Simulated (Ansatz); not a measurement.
Results of HSE06 (plane waves, PAW; Ansatz, a quantum-chemistry and plane-wave program) for fcc Ag.

Settings: plane-wave cutoff 500 eV, 12×12×1 k mesh (along the axes of the cell as run), Fermi–Dirac smearing 0.1 eV, scalar-relativistic PAW data made under PBE.

The cell is the one relaxed with r²SCAN.

**Question.** Estimate the surface energy of the (111) face and work function of the (111) face that the calculation returns.

**Answer.** 
- surface energy of the (111) face = 0.77 J/m²
- work function of the (111) face = 4.28 eV

Note: exact exchange on metals is sensitive to the k mesh and can open a false gap.

The slab of 6 atoms is relaxed and unreconstructed.

Static lattice: no zero-point or thermal effects.
